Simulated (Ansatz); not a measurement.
TlSe (I4/mcm, No. 140)

Method: PBEsol (Ansatz, a first-principles code, PAW).

Run with plane-wave cutoff 500 eV, 8×8×8 k mesh, Fermi–Dirac smearing 0.05 eV, scalar-relativistic PAW data made under PBE.

Cell (relaxed at this level):

```cif
data_Se4Tl4
_chemical_formula_sum 'Tl4 Se4'
_space_group_name_H-M_alt 'P 1'
_space_group_IT_number 1
_cell_length_a 6.91500
_cell_length_b 6.91500
_cell_length_c 6.91500
_cell_angle_alpha 99.616
_cell_angle_beta 99.616
_cell_angle_gamma 131.751
loop_
_space_group_symop_operation_xyz
  'x, y, z'
loop_
_atom_site_label
_atom_site_type_symbol
_atom_site_fract_x
_atom_site_fract_y
_atom_site_fract_z
_atom_site_occupancy
Tl1 Tl 0.79228 0.29228 0.08456 1
Tl2 Tl 0.29228 0.20772 0.50000 1
Tl3 Tl 0.70772 0.79228 0.50000 1
Tl4 Tl 0.20772 0.70772 0.91544 1
Se1 Se 0.75000 0.75000 0.00000 1
Se2 Se 0.25000 0.25000 0.00000 1
Se3 Se 0.75000 0.25000 0.50000 1
Se4 Se 0.25000 0.75000 0.50000 1
```

```yaml
band_gap: none
```

Measured, for comparison: band gap 0.73 eV (temperature not stated, not corrected to a static lattice, compiled measured gap; kind and temperature not stated; as tabulated in Kothakonda et al. (2022), arXiv:2208.02841).

Spin–orbit coupling is not included; it can shift volumes and moduli of such heavy elements.

Static lattice: no zero-point or thermal effects.

Cost on a shared machine: very roughly 7 core-minutes.
